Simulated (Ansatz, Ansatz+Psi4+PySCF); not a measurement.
```xyz
3

O     0.0006    0.8296   -0.7111
H     0.0033    1.5984   -0.1010
Cl    0.0064   -0.4916    0.3360
```

Basis set: cc-pVTZ (spherical functions). Correlated methods keep 6 orbitals frozen. Charge 0, multiplicity 1.

Computed with Ansatz (development build ahead of 0.2.0); each method stands on the lowest determinant of its kind that the runs found. Restricted open shells among the atoms or ions are ROHF, correlated in semicanonical orbitals with singles.

Task: Give the atomization energy at this shape (free ground-state atoms in the same class of orbitals less the molecule, no zero-point energy) of singlet HClO by RHF-MP2, RHF.

Result:

| method | atomization energy |
| --- | --- |
| RHF-MP2 | 7.02 eV |
| RHF | 3.64 eV |
